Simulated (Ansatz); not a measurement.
Reaction (substitution at a C–C bond): `CC(C)=CO` + `OCCCF` → `COCCCF` + `C/C=C/O`

Isolated molecules relaxed with PBE0-D4/def2-TZVP in Ansatz; ΔE leaves out vibrations. CCSD(T)/CBS adds triple-zeta CCSD(T) − MP2 to the extrapolated MP2 energy (def2 sets, frozen cores). Functionals use def2-TZVPP. B3LYP here is the variant with VWN-RPA as its local correlation; programs differ in this. Each species was taken in one conformer, which may not be the lowest.

`CC(C)=CO`:

Z-matrix (Å, degrees):
```
C
C 1 1.493
H 1 1.096 2 110.7
H 1 1.089 2 111.8 3 121.0
H 1 1.096 2 110.7 3 -118.1
C 2 1.494 1 117.3 3 58.9
C 2 1.329 1 122.4 3 -121.1
H 6 1.092 2 111.9 1 180.0
H 6 1.096 2 111.1 1 -59.3
H 6 1.096 2 111.1 1 59.3
O 7 1.366 2 122.7 1 -0.0
H 7 1.087 2 121.3 1 -180.0
H 11 0.958 7 109.1 2 179.9
```

`OCCCF`:

Cartesian coordinates in Å:
```
O 1.533 1.166 1.026
C 0.906 0.457 -0.023
C -0.437 -0.020 0.481
C -1.229 -0.759 -0.565
F -0.569 -1.918 -0.947
H 2.422 1.398 0.750
H 1.508 -0.404 -0.337
H 0.760 1.102 -0.902
H -1.023 0.844 0.811
H -0.291 -0.663 1.354
H -1.369 -0.153 -1.467
H -2.211 -1.051 -0.182
```

`COCCCF`:

```xyz
15

C    -2.080    0.351   -1.015
O    -1.004   -0.301   -0.402
C    -0.232    0.565    0.390
C     0.899   -0.215    1.019
C     1.829   -0.801   -0.014
F     2.878   -1.453    0.614
H    -2.763    0.786   -0.271
H    -2.623   -0.388   -1.603
H    -1.739    1.156   -1.681
H     0.164    1.388   -0.228
H    -0.856    1.022    1.174
H     1.466    0.451    1.676
H     0.489   -1.019    1.637
H     2.258   -0.017   -0.648
H     1.314   -1.526   -0.648
```

`C/C=C/O`:

Z-matrix (Å, degrees):
```
C
C 1 1.491
H 1 1.095 2 111.6
H 1 1.092 2 111.1 3 120.2
H 1 1.095 2 111.6 3 -119.6
C 2 1.328 1 123.6 3 -120.2
H 2 1.090 1 117.5 3 59.7
O 6 1.355 2 127.0 1 -180.0
H 6 1.085 2 122.1 1 0.0
H 8 0.963 6 109.0 2 0.0
```

(1) Is it downhill or uphill in electronic energy at CCSD(T)/CBS, and by how much? (An estimate is asked.)

(2) What do these levels give: PBE-D4, r2SCAN-D4, ωB97X-V, ωB97M-V, B2PLYP, r2SCAN, B3LYP, HF/def2-TZVPP, MP2/def2-TZVPP, SCS-MP2/def2-TZVPP, MP2/def2-QZVPP, SCS-MP2/def2-QZVPP? (Estimate.)

Largest T1 diagnostic among the species: 0.011.

Answers

(1) Computed: Uphill: ΔE = +47.5 kJ/mol.

(2) The calculation gave: PBE-D4 43.5, r2SCAN-D4 43.2, ωB97X-V 41.2, ωB97M-V 43.7, B2PLYP 40.9, r2SCAN 43.0, B3LYP 37.6, HF/def2-TZVPP 32.8, MP2/def2-TZVPP 49.3, SCS-MP2/def2-TZVPP 44.0, MP2/def2-QZVPP 51.5, SCS-MP2/def2-QZVPP 46.3 kJ/mol.

In def2-TZVPP, CCSD(T) changes the Hartree–Fock value by +11.2 kJ/mol (the triples alone add +0.6 kJ/mol) and MP2 by +16.5 kJ/mol.
